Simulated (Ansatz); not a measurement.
# Which method gave which barrier?

Saddle point of CH2OS, closed shell (CH₂OS ([OH][CH][S]) → CH₂OS ([O][CH][SH]); bonds formed: H1–S5; bonds broken: H1–O2), PBE0-D4/def2-TZVP structure:

```tsv
atom	x (Å)	y (Å)	z (Å)
H1	0.5834	-0.8381	0.6743
O2	0.2554	-0.8808	-0.6376
C3	-0.1996	0.2431	-0.3098
H4	-0.7021	0.8848	-1.0362
S5	0.0629	0.5910	1.3094
```

Ansatz 0.2.0; basis: def2-TZVPP, with def2-QZVPP for the basis limit; cores frozen in the correlated methods. Extrapolation: Hartree–Fock as exp(−7.88 √X), correlation as X^−2.97. Four methods, as single points on the PBE0-D4 structures, gave these electronic barriers from the start structure: 103.4, 122.3, 150.1, 183.4 kJ/mol.

The methods were, in alphabetical order, BHLYP-D4, HF, PBE-D4, PBE0-D4. Which gave which? (Judge from chemistry; the calculation decides.)

The calculation gives: PBE-D4 103.4; PBE0-D4 122.3; BHLYP-D4 150.1; HF 183.4 kJ/mol. For comparison, CCSD(T) at an estimated basis limit (MP2 extrapolated from triple and quadruple zeta, plus CCSD(T) − MP2 in triple zeta) gives 129.6 kJ/mol.

No T1 diagnostic of these runs exceeds 0.023.

Labels in which every atom is bracketed show which atoms are joined, not bond orders.

For scale, one of the runs: CCSD(T)/def2-TZVPP, 132 basis functions, launched by `ansatz run in.yaml --threads 2 --pin off --events-out ev --progress --plain --max-ram 4352MiB`. Time: 12 s of wall clock on 2 CPU threads of an Intel Xeon Platinum 8488C; the host was shared. Peak host memory: 0.67 GiB.
